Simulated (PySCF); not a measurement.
## Core-level binding energies of B(NH3)H3

Compound: B(NH3)H3.
Cartesian coordinates in Å at the PBE0-D3(BJ)/def2-SVP level; atoms count from 1:
```xyz
8
BH6N angstrom
B     -0.002    0.003   -0.834
N      0.002   -0.003    0.801
H     -0.948    0.033    1.173
H      0.510    0.800    1.172
H      0.446   -0.846    1.166
H      1.177   -0.035   -1.162
H     -0.559    1.046   -1.154
H     -0.627   -0.998   -1.162
```

Method: delta-SCF UKS SCAN, pcX-2 on the ionised atom, pcseg-1 elsewhere, spin-free X2C in PySCF 2.14.0. Vertical ΔSCF values, vacuum level as zero.

Question: What binding energy does each computed site have?

Answer: 
| atom(s) | bonded to | level | binding energy (eV) | count |
| --- | --- | --- | --- | --- |
| N2 | 3 H and B | N 1s | 408.23 | 1 |
| B1 | N and 3 H | B 1s | 193.92 | 1 |

Question: Which photon wavelength matches the N 1s of N2 (atom 2) threshold?

Answer: λ = hc/E = 12398.42 eV Å / 408.23 eV = 30.371 Å.

Question: Give the binding energy of N 1s of N2 in hartree and in kJ/mol.

Answer: 408.23 eV = 15.0022 Eh = 39388 kJ/mol.

Geometry: PBE0-D3(BJ)/def2-SVP; no solvent, vibrations or thermal averaging.
